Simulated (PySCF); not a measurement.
A structure optimised at PBE-D3(BJ)/def2-TZVP, used in a PySCF frequency run:

```xyz
6

C      0.1995    -1.1853     0.0000
C     -0.4349    -0.0200     0.0000
F      0.2248     1.1622     0.0000
H      1.2872    -1.2440     0.0000
H     -0.3803    -2.1062     0.0000
H     -1.5177     0.1219     0.0000
```
Charge 0, spin multiplicity 1.

Problem. Write its SMILES, formula and point group.

Solution. C=CF, C2H3F, Cs

Problem. What are its rotational constants (standard atomic weights)?

Solution. 64.797, 10.483, 9.0230 GHz
